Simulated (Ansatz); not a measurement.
System: diamond-structure Ge. Method: r²SCAN (Ansatz, a quantum-chemistry and plane-wave program, plane waves, PAW).

Numerical settings: plane-wave cutoff 600 eV, 12×12×12 k mesh, finite displacements, scalar-relativistic PAW data made under PBE.

The cell has the measured lattice parameters. Conventional cell: a = 5.6580 Å, b = 5.6580 Å, c = 5.6580 Å, α = 90.00°, β = 90.00°, γ = 90.00°.

```
CELL_PARAMETERS angstrom
      0.00000     2.82900     2.82900
      2.82900     0.00000     2.82900
      2.82900     2.82900     0.00000
ATOMIC_POSITIONS crystal
  Ge 0.50000 0.50000 0.50000
  Ge 0.75000 0.75000 0.75000
```

Harmonic phonon frequencies (cm⁻¹; i marks an imaginary mode):

| q point | frequencies |
|---|---|
| Γ | 0 0 0 299 299 299 |
| X | ___ |
| L | 64 64 223 240 285 285 |

Complete the blanks.


- X, frequencies: 82 82 240 240 269 269

Measured, for comparison: zone-centre TO phonon frequency 304 cm⁻¹ (low temperature, zero-point motion not removed; as tabulated in Tanner et al. (2021), arXiv:2110.11888). Computed (rounded) less measured: zone-centre TO phonon frequency -2 %.

No imaginary mode appears at these points.

Note: the cell isn't this level's own, so it is under some stress, which shifts stiffness and frequencies.
